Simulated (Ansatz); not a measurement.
```xyz
11

C    -0.265   -1.526   -0.835
S    -1.347   -0.421    0.074
C    -0.236    0.947    0.383
O     0.197    1.496   -0.824
S     1.265    0.536    1.366
H    -0.838   -2.435   -1.019
H     0.616   -1.768   -0.238
H     0.030   -1.084   -1.786
H    -0.833    1.653    0.971
H     0.785    2.234   -0.626
H     0.626    0.367    2.534
```

Total charge 0; spin multiplicity 1.

List the B3LYP/def2-TZVPP orbital energies in eV (Ansatz). (Estimate.)

Ansatz gave: Occupied: -2418.04, -2417.84, -521.26, -279.96, -277.34, -216.04, -215.82, -160.62, -160.53, -160.41, -160.37, -160.30, -160.14, -28.95, -22.18, -20.55, -18.59, -16.19, -14.79, -13.14, -12.46, -11.65, -11.05, -10.22, -9.94, -9.04, -8.30, -7.06, -6.34. Lowest empty: -0.34, 0.37, 1.10, 1.46, 1.74, 2.03, 2.46, 2.75.

B3LYP here is the variant with VWN-RPA as its local correlation; programs differ in this.
